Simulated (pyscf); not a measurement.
PySCF, gas phase, ωB97X-D3(BJ)/def2-SVP geometries.

What are the homolytic bond dissociation enthalpies (298 K) of H₃Si–Si(SiH₃)(SiH₃)–Cl (SMILES [SiH3][Si]([SiH3])([SiH3])Cl) at ωB97M-D3(BJ)/def2-TZVP, weakest first?

Si–Si to SiH₃• + H₃Si–Si•(SiH₃)–Cl: 3.14 eV; H–Si to •H₂Si–Si(SiH₃)(SiH₃)–Cl + H•: 3.84 eV; Cl–Si to H₃Si–Si•(SiH₃)–SiH₃ + Cl•: 4.38 eV. Ring and multiple bonds, and those that leave no two simple radicals, are not listed. •H₂Si–Si(SiH₃)(SiH₃)–Cl lies 0.27 eV over its isomer H₃Si–Si•(SiH₃)–SiH₂–Cl, and others may lie lower still (electronic energy, ωB97M-D3(BJ)). Other isomers of H₃Si–Si•(SiH₃)–Cl, H₃Si–Si•(SiH₃)–SiH₃ were not searched in full and may lie lower. Left out: the spin-orbit lowering of Cl.
